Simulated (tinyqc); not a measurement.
Inside a calculation (part 2 of 2). Method: RHF in the sto-6g basis, for H3O+, spin multiplicity 1. Computed by tinyqc, a small Python program that keeps every step (integrals from PySCF). Command: `OMP_NUM_THREADS=1 python tinyqc.py 20448 20449 out.jsonl` (the two numbers bound the seeds that draw the settings). One thread of a shared host (Intel(R) Xeon(R) Processor @ 2.60GHz), about 0.2 s of CPU time with the checks.

Geometry (angstrom):
```
atom          x          y         z
O      0.000000   0.000000  0.262000
H      1.114000   0.000000  0.000000
H     -0.557000   0.964000  0.000000
H     -0.557000  -0.964000  0.000000
```

## Iteration 1: diagonalisation and new density

Fock matrix F (hartree), lower triangle:
```
             1O 1s      1O 2s     1O 2px     1O 2py     1O 2pz      2H 1s      3H 1s      4H 1s
1O 1s   -21.850621
1O 2s    -5.232590  -3.182386
1O 2px    0.000018   0.000180  -1.077337
1O 2py    0.000000   0.000000   0.000000  -1.077393
1O 2pz    0.004903   0.050127  -0.000048   0.000000  -0.992552
2H 1s    -0.829120  -1.014362  -0.535184   0.000000   0.138972  -0.777774
3H 1s    -0.830332  -1.015484   0.268015  -0.463756   0.139155  -0.302934  -0.778519
4H 1s    -0.830332  -1.015484   0.268015   0.463756   0.139155  -0.302934  -0.303442  -0.778519
```

X:
```
                1          2          3          4          5          6          7          8
1O 1s   -0.376740   0.000000  -0.000927   0.716752   0.617793   0.000000   0.000247   0.167854
1O 2s    1.144659   0.000000   0.002092  -0.080537   0.162899   0.000000   0.000357   0.458705
1O 2px  -0.002024   0.000000   0.874478   0.000048  -0.000082   0.000000   0.665092  -0.000311
1O 2py   0.000000   0.874457   0.000000   0.000000   0.000000   0.665225   0.000000   0.000000
1O 2pz  -0.201398   0.000000  -0.000285  -0.681565   0.712200   0.000000  -0.000002  -0.084002
2H 1s   -0.503306   0.000000  -0.849949  -0.148542  -0.125280   0.000000   0.456906   0.315565
3H 1s   -0.506230  -0.735520   0.423538  -0.148341  -0.125106   0.395442  -0.228151   0.315979
4H 1s   -0.506230   0.735520   0.423538  -0.148341  -0.125106  -0.395442  -0.228151   0.315979
```

Diagonalise F' = X^T F X, C = X C', fill 5 alpha and 5 beta electrons from the bottom; D = 2 C_occ C_occ^T. Each column has its largest component positive (the first on a tie).

F' = X^T F X (hartree), lower triangle:
```
           1          2          3           4          5          6          7          8
1  -1.221397
2   0.000000  -0.144763
3  -0.003095   0.000000  -0.145071
4   2.568507   0.000000   0.007644  -10.652456
5   2.237188   0.000000   0.006815   -9.101689  -9.595050
6   0.000000  -0.217286   0.000000    0.000000   0.000000  -1.113330
7   0.001184   0.000000  -0.217420   -0.004690  -0.004487   0.000000  -1.113197
8   0.349672   0.000000   0.001863   -4.340698  -4.207104   0.000000  -0.002183  -3.684901
```

orbital energies (hartree): MO1 -21.852494, MO2 -2.057925, MO3 -1.159842, MO4 -1.159782, MO5 -0.998605, MO6 -0.244791, MO7 -0.098475, MO8 -0.098251

coefficients C:
```
              MO1        MO2        MO3        MO4        MO5        MO6        MO7        MO8
1O 1s    0.997504  -0.235829   0.000000  -0.000082  -0.026161  -0.119149  -0.000222   0.000000
1O 2s    0.011250   0.951788   0.000000   0.000445   0.141391   0.792250   0.001622   0.000000
1O 2px  -0.000002  -0.000161   0.000000   0.833546  -0.000346   0.000735  -0.715726   0.000000
1O 2py   0.000000   0.000000   0.833527   0.000000   0.000000   0.000000   0.000000  -0.715844
1O 2pz  -0.000558  -0.041390   0.000000   0.000296   0.977670  -0.248645  -0.000502   0.000000
2H 1s   -0.001393   0.061642   0.000000   0.268618  -0.065951  -0.621484   0.924817   0.000000
3H 1s   -0.001395   0.061746   0.232726  -0.134422  -0.065844  -0.619475  -0.463937   0.801999
4H 1s   -0.001395   0.061746  -0.232726  -0.134422  -0.065844  -0.619475  -0.463937  -0.801999
```

D after iteration 1, lower triangle:
```
            1O 1s     1O 2s     1O 2px     1O 2py     1O 2pz      2H 1s      3H 1s     4H 1s
1O 1s    2.102626
1O 2s   -0.433873  1.852038
1O 2px  -0.000048  0.000338   1.389598
1O 2py   0.000000  0.000000   0.000000   1.389534
1O 2pz  -0.032744  0.197665  -0.000169   0.000000   1.915105
2H 1s   -0.028446  0.098898   0.447836   0.000000  -0.133898   0.160613
3H 1s   -0.028438  0.098768  -0.224067   0.387966  -0.133937  -0.055915   0.160761
4H 1s   -0.028438  0.098768  -0.224067  -0.387966  -0.133937  -0.055915  -0.055884  0.160761
```

## Iteration 2: building the Fock matrix

core Hamiltonian H = T + V (hartree), lower triangle:
```
             1O 1s      1O 2s     1O 2px     1O 2py     1O 2pz      2H 1s      3H 1s      4H 1s
1O 1s   -33.318854
1O 2s    -7.368074  -9.539649
1O 2px    0.000019   0.000205  -7.884987
1O 2py    0.000000   0.000000   0.000000  -7.885002
1O 2pz    0.007900   0.091954  -0.000046   0.000000  -7.781671
2H 1s    -1.155349  -2.813874  -2.046987   0.000000   0.502634  -4.654745
3H 1s    -1.157046  -2.817028   1.025047  -1.773955   0.503361  -0.833964  -4.656756
4H 1s    -1.157046  -2.817028   1.025047   1.773955   0.503361  -0.833964  -0.835456  -4.656756
```

nuclear repulsion = 11.92497696 hartree

Given earlier and not repeated: Two-electron integrals (ij|kl) in chemists' order.

J_ij = sum D_kl (ij|kl), K_ij = sum D_kl (ik|jl); F = H + J - 0.5 K; E = tr D H + tr D J / 2 - 0.25 tr D K + E_nn.

Coulomb J (hartree), lower triangle:
```
            1O 1s      1O 2s     1O 2px     1O 2py     1O 2pz     2H 1s     3H 1s     4H 1s
1O 1s   17.748531
1O 2s    3.166920   8.354491
1O 2px   0.000001  -0.000037   8.351978
1O 2py   0.000000   0.000000   0.000000   8.351983
1O 2pz   0.004275   0.001346   0.000002   0.000000   8.359508
2H 1s    0.507033   2.415876   1.891561   0.000000  -0.446630  4.432435
3H 1s    0.507780   2.418596  -0.947211   1.639319  -0.447297  0.711479  4.434449
4H 1s    0.507780   2.418596  -0.947211  -1.639319  -0.447297  0.711479  0.712769  4.434449
```

exchange K (hartree), lower triangle:
```
            1O 1s     1O 2s     1O 2px     1O 2py     1O 2pz     2H 1s     3H 1s     4H 1s
1O 1s    9.821233
1O 2s    1.545180  2.664579
1O 2px  -0.000002  0.000020   2.080484
1O 2py   0.000000  0.000000   0.000000   2.080523
1O 2pz   0.000423  0.043444  -0.000037   0.000000   2.260900
2H 1s    0.267414  0.845979   0.660864   0.000000  -0.166581  0.715852
3H 1s    0.267799  0.846866  -0.330861   0.572663  -0.166766  0.191886  0.716877
4H 1s    0.267799  0.846866  -0.330861  -0.572663  -0.166766  0.191886  0.192296  0.716877
```

Fock matrix F (hartree), lower triangle:
```
             1O 1s      1O 2s     1O 2px     1O 2py     1O 2pz      2H 1s      3H 1s      4H 1s
1O 1s   -20.480939
1O 2s    -4.973744  -2.517448
1O 2px    0.000021   0.000158  -0.573250
1O 2py    0.000000   0.000000   0.000000  -0.573280
1O 2pz    0.011964   0.071578  -0.000026   0.000000  -0.552614
2H 1s    -0.782023  -0.820988  -0.485858   0.000000   0.139294  -0.580236
3H 1s    -0.783166  -0.821865   0.243266  -0.420968   0.139447  -0.218428  -0.580746
4H 1s    -0.783166  -0.821865   0.243266   0.420968   0.139447  -0.218428  -0.218834  -0.580746
```

total energy of this density = -75.81046010 hartree

## Iteration 2: diagonalisation and new density

As before.

F' = X^T F X (hartree), lower triangle:
```
           1          2          3          4          5          6          7          8
1  -0.706652
2   0.000000   0.253080
3  -0.002887   0.000000   0.252751
4   2.366900   0.000000   0.007072  -9.766346
5   2.061285   0.000000   0.006335  -8.716518  -8.796675
6   0.000000  -0.002147   0.000000   0.000000   0.000000  -0.809833
7   0.000749   0.000000  -0.002288  -0.004459  -0.004216   0.000000  -0.809815
8   0.491488   0.000000   0.002049  -4.179039  -3.976202   0.000000  -0.002069  -3.172340
```

orbital energies (hartree): MO1 -20.484468, MO2 -1.441797, MO3 -0.809837, MO4 -0.809818, MO5 -0.566910, MO6 0.051150, MO7 0.252765, MO8 0.253084

coefficients C:
```
              MO1        MO2        MO3        MO4        MO5        MO6        MO7        MO8
1O 1s    0.996468  -0.225625   0.000000  -0.000093  -0.051986  -0.137666   0.000281   0.000000
1O 2s    0.016087   0.869308   0.000000   0.000495   0.268066   0.851976  -0.001901   0.000000
1O 2px  -0.000003  -0.000172   0.000000   0.666975  -0.000148   0.001302   0.873044   0.000000
1O 2py   0.000000   0.000000   0.666990   0.000000   0.000000   0.000000   0.000000   0.873112
1O 2pz  -0.001187  -0.080041   0.000000   0.000079   0.949982  -0.332420   0.000687   0.000000
2H 1s   -0.002561   0.118814   0.000000   0.454860  -0.110058  -0.606828  -0.848800   0.000000
3H 1s   -0.002565   0.118991   0.393955  -0.227451  -0.109957  -0.604650   0.426163  -0.736317
4H 1s   -0.002565   0.118991  -0.393955  -0.227451  -0.109957  -0.604650   0.426163   0.736317
```

D after iteration 2, lower triangle:
```
            1O 1s     1O 2s     1O 2px     1O 2py     1O 2pz      2H 1s      3H 1s     4H 1s
1O 1s    2.093115
1O 2s   -0.388087  1.655631
1O 2px  -0.000037  0.000281   0.889713
1O 2py   0.000000  0.000000   0.000000   0.889751
1O 2pz  -0.065019  0.370116  -0.000149   0.000000   1.817746
2H 1s   -0.047361  0.147934   0.606752   0.000000  -0.228048   0.466266
3H 1s   -0.047332  0.147620  -0.303417   0.525528  -0.227993  -0.154425   0.466381
4H 1s   -0.047332  0.147620  -0.303417  -0.525528  -0.227993  -0.154425  -0.154422  0.466381
```

Within a degenerate level the vectors are fixed only up to a rotation; this is one choice.

## Iteration 8 (converged): orbitals

converged F (hartree), lower triangle:
```
             1O 1s      1O 2s     1O 2px     1O 2py     1O 2pz      2H 1s      3H 1s      4H 1s
1O 1s   -21.045677
1O 2s    -5.083735  -2.763521
1O 2px    0.000016   0.000150  -0.758316
1O 2py    0.000000   0.000000   0.000000  -0.758391
1O 2pz    0.014445   0.053788  -0.000036   0.000000  -0.824894
2H 1s    -0.798481  -0.890418  -0.544439   0.000000   0.155255  -0.676836
3H 1s    -0.799649  -0.891350   0.272557  -0.471709   0.155411  -0.229198  -0.677410
4H 1s    -0.799649  -0.891350   0.272557   0.471709   0.155411  -0.229198  -0.229628  -0.677410
```

As before.

F' = X^T F X (hartree), lower triangle:
```
           1          2          3           4          5          6          7          8
1  -0.875359
2   0.000000   0.149161
3  -0.002993   0.000000   0.148876
4   2.458387   0.000000   0.007342  -10.168817
5   2.121630   0.000000   0.006498   -8.831003  -9.178889
6   0.000000  -0.045314   0.000000    0.000000   0.000000  -0.971996
7   0.000823   0.000000  -0.045464   -0.004550  -0.004311   0.000000  -0.971924
8   0.433215   0.000000   0.001958   -4.266709  -4.058510   0.000000  -0.002115  -3.361126
```

orbital energies (hartree): MO1 -21.048587, MO2 -1.661549, MO3 -0.973824, MO4 -0.973763, MO5 -0.840736, MO6 -0.033330, MO7 0.150726, MO8 0.150990

coefficients C:
```
              MO1        MO2        MO3        MO4        MO5        MO6        MO7        MO8
1O 1s    0.996829  -0.230460   0.000000  -0.000086  -0.041389  -0.130447  -0.000249   0.000000
1O 2s    0.014485   0.905712   0.000000   0.000475   0.218440   0.827912   0.001739   0.000000
1O 2px  -0.000003  -0.000151   0.000000   0.699934  -0.000264   0.001118  -0.846850   0.000000
1O 2py   0.000000   0.000000   0.699941   0.000000   0.000000   0.000000   0.000000   0.846925
1O 2pz  -0.001233  -0.065215   0.000000   0.000250   0.961553  -0.300895  -0.000587   0.000000
2H 1s   -0.002317   0.094489   0.000000   0.421936  -0.094590  -0.613605   0.865686   0.000000
3H 1s   -0.002320   0.094617   0.365465  -0.211027  -0.094392  -0.611581  -0.434482  -0.750866
4H 1s   -0.002320   0.094617  -0.365465  -0.211027  -0.094392  -0.611581  -0.434482   0.750866
```

D after iteration 8, lower triangle:
```
            1O 1s     1O 2s     1O 2px     1O 2py     1O 2pz      2H 1s      3H 1s     4H 1s
1O 1s    2.096986
1O 2s   -0.406666  1.736482
1O 2px  -0.000035  0.000275   0.979815
1O 2py   0.000000  0.000000   0.000000   0.979835
1O 2pz  -0.051994  0.301917  -0.000138   0.000000   1.857677
2H 1s   -0.040414  0.130168   0.590676   0.000000  -0.194015   0.391821
3H 1s   -0.040387  0.129886  -0.295389   0.511608  -0.193966  -0.142331   0.391929
4H 1s   -0.040387  0.129886  -0.295389  -0.511608  -0.193966  -0.142331  -0.142329  0.391929
```

## Convergence

Stop when the energy changes by less than 1e-08 hartree and every element of the error matrix X^T (F D S - S D F) X is below 3e-05.

Course of the cycle:
```
iteration   E (hartree)     change  largest element of the error matrix
1          -71.72586050          -                             1.18e+00
2          -75.81046010  -4.08e+00                             4.31e-01
3          -75.96660381  -1.56e-01                             1.22e-01
4          -75.98206555  -1.55e-02                             8.94e-03
5          -75.98215407  -8.85e-05                             1.01e-03
6          -75.98215655  -2.48e-06                             4.68e-04
7          -75.98215714  -5.86e-07                             2.91e-05
8          -75.98215714  -2.14e-09                             9.22e-08
```

PySCF RHF in the same basis = -75.98215714 hartree

Converged in 8 iterations.

## Populations, bond orders and dipole

overlap S, lower triangle:
```
           1O 1s     1O 2s     1O 2px     1O 2py     1O 2pz     2H 1s     3H 1s     4H 1s
1O 1s   1.000000
1O 2s   0.231145  1.000000
1O 2px  0.000000  0.000000   1.000000
1O 2py  0.000000  0.000000   0.000000   1.000000
1O 2pz  0.000000  0.000000   0.000000   0.000000   1.000000
2H 1s   0.036016  0.363130   0.314541   0.000000  -0.073976  1.000000
3H 1s   0.036069  0.363482  -0.157476   0.272543  -0.074073  0.134215  1.000000
4H 1s   0.036069  0.363482  -0.157476  -0.272543  -0.074073  0.134215  0.134455  1.000000
```

Mulliken: Z minus the diagonal of D S on the atom; Loewdin: the same with S^(1/2) D S^(1/2); Mayer order: 2 sum_s sum (D(s) S)_ij (D(s) S)_ji over the two atoms.

Charges (e):
```
atom   Mulliken    Loewdin
1O    -0.200902  -0.020542
2H     0.400428   0.340366
3H     0.400237   0.340088
4H     0.400237   0.340088
```

Mayer bond orders:
```
pair     order
2-1   0.799513
3-1   0.799707
3-2   0.020072
4-1   0.799707
4-2   0.020072
4-3   0.020031
```

dipole moment about the origin, x y z (debye): 0.000959  0.000000  -0.672982
